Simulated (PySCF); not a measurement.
PySCF input (PBE/def2-SVP):

```python
import numpy as np, basis_set_exchange as bse
from pyscf import gto, scf, dft, df

basis = {'N': gto.basis.parse(bse.get_basis('def2-SVP', elements=['N'], fmt='nwchem'))}
mol = gto.M(
    atom='''
    N    -0.00000000   -0.00000000   -0.54544247
    N     0.00000000    0.00000000    0.54544247
    ''',
    basis=basis,
    charge=0,
    verbose=4,
    max_memory=2160,
)
mf = dft.RKS(mol, xc='pbe')
mf.grids.level = 3
mf.conv_tol = 1e-9
mf.max_cycle = 100
print('smallest overlap eigenvalue', np.linalg.eigvalsh(mol.intor('int1e_ovlp'))[0])
mf.kernel()
dip = mf.dip_moment()
```

Output:

```
PySCF version 2.14.0

[INPUT] verbose = 4
[INPUT] num. atoms = 2
[INPUT] num. electrons = 14
[INPUT] charge = 0
[INPUT] spin (= nelec alpha-beta = 2S) = 0
[INPUT] symmetry False subgroup None
[INPUT] Mole.unit = angstrom
[INPUT] Symbol           X                Y                Z      unit          X                Y                Z       unit  Magmom
[INPUT]  1 N      0.000000000000   0.000000000000  -0.545442470000 AA    0.000000000000   0.000000000000  -1.030736885006 Bohr   0.0
[INPUT]  2 N      0.000000000000   0.000000000000   0.545442470000 AA    0.000000000000   0.000000000000   1.030736885006 Bohr   0.0

nuclear repulsion = 23.769402605448
number of shells = 12
number of NR pGTOs = 48
number of NR cGTOs = 28
basis = {'N': [[0, [1712.8415853, -0.0053934125305], [257.64812677, -0.040221581118], [58.458245853, -0.1793114499], [16.198367905, -0.46376317823], [5.0052600809, -0.44171422662]], [0, [0.58731856571, 1.0]], [0, [0.18764592253, 1.0]], [1, [13.571470233, -0.040072398852], [2.9257372874, -0.21807045028], [0.79927750754, -0.51294466049]], [1, [0.21954348034, 1.0]], [2, [1.0, 1.0]]]}
ecp = {}
smallest overlap eigenvalue 0.004746195967012151

******** <class 'pyscf.dft.rks.RKS'> ********
method = RKS
initial guess = minao
damping factor = 0
level_shift factor = 0
DIIS = <class 'pyscf.scf.diis.CDIIS'>
diis_start_cycle = 1
diis_space = 8
diis_damp = 0
SCF conv_tol = 1e-09
SCF conv_tol_grad = None
SCF max_cycles = 100
direct_scf = True
direct_scf_tol = 1e-13
XC library pyscf.dft.libxc version 7.1.2
    S. Lehtola, C. Steigemann, M. J. T. Oliveira, and M. A. L. Marques,  SoftwareX 7, 1–5 (2018)
XC functionals = pbe
    J. P. Perdew, K. Burke, and M. Ernzerhof,  Phys. Rev. Lett. 77, 3865 (1996)
    J. P. Perdew, K. Burke, and M. Ernzerhof,  Phys. Rev. Lett. 78, 1396 (1997)
    J. P. Perdew, K. Burke, and M. Ernzerhof,  Phys. Rev. Lett. 77, 3865 (1996)
    J. P. Perdew, K. Burke, and M. Ernzerhof,  Phys. Rev. Lett. 78, 1396 (1997)
radial grids:
    Treutler-Ahlrichs [JCP 102, 346 (1995); DOI:10.1063/1.469408] (M4) radial grids

becke partition: Becke, JCP 88, 2547 (1988); DOI:10.1063/1.454033
pruning grids: <function nwchem_prune>
grids dens level: 3
symmetrized grids: False
atomic radii adjust function: <function treutler_atomic_radii_adjust>
small_rho_cutoff = 0
Set gradient conv threshold to 3.16228e-05
Initial guess from minao.
tot grids = 27808
init E= -109.486915465591
  HOMO = -0.379905888199501  LUMO = -0.0514522528184793  gap/eV = 8.93768
cycle= 1 E= -109.319122503449  delta_E= 0.168  |g|= 0.062  |ddm|= 1.83
  HOMO = -0.364338118771422  LUMO = -0.0571473291915636  gap/eV = 8.35909
cycle= 2 E= -109.319926049428  delta_E= -0.000804  |g|= 0.00998  |ddm|= 0.253
  HOMO = -0.367614707660783  LUMO = -0.0581493659333941  gap/eV = 8.42098
cycle= 3 E= -109.319947484679  delta_E= -2.14e-05  |g|= 0.00294  |ddm|= 0.0364
  HOMO = -0.366665713773485  LUMO = -0.0573718751344569  gap/eV = 8.41631
cycle= 4 E= -109.319949428017  delta_E= -1.94e-06  |g|= 0.000454  |ddm|= 0.00523
  HOMO = -0.366773006100215  LUMO = -0.05748489310347  gap/eV = 8.41616
cycle= 5 E= -109.319949478353  delta_E= -5.03e-08  |g|= 5.15e-06  |ddm|= 0.000428
  HOMO = -0.366772739122296  LUMO = -0.0574851658519097  gap/eV = 8.41614
cycle= 6 E= -109.319949478358  delta_E= -5.2e-12  |g|= 8.07e-08  |ddm|= 7.69e-06
  HOMO = -0.366772724215729  LUMO = -0.0574851634903265  gap/eV = 8.41614
Extra cycle  E= -109.319949478358  delta_E= -1.42e-13  |g|= 3.38e-08  |ddm|= 1.99e-07
converged SCF energy = -109.319949478358
Dipole moment(X, Y, Z, Debye): -0.00000, -0.00000, -0.00000
```
